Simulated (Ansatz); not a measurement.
Two shapes of singlet CH₄.

Shape 1:

```xyz
5

C     0.0306    0.0043   -0.0393
H     0.6607    0.6198    0.6738
H     0.6828   -0.6375   -0.6444
H    -0.5955    0.6169   -0.6070
H    -0.6741   -0.6232    0.6061
```

Shape 2:

```xyz
5

C     0.0000    0.0000    0.0000
H     0.6847    0.6847    0.6847
H     0.6847   -0.6847   -0.6847
H    -0.6847    0.6847   -0.6847
H    -0.6847   -0.6847    0.6847
```

Basis set: 6-31G* (spherical functions). Left uncorrelated: 1 orbital. Charge 0, multiplicity 1.

Computed with Ansatz (development build ahead of 0.2.0); each method stands on the lowest determinant of its kind that the runs found.

Question: Which shape is lower in energy, and by how much in each method?

Answer:

```csv
method,E(2) − E(1) (eV)
RHF,0.505
RHF-MP2,0.414
```

Shape 1 is lower.
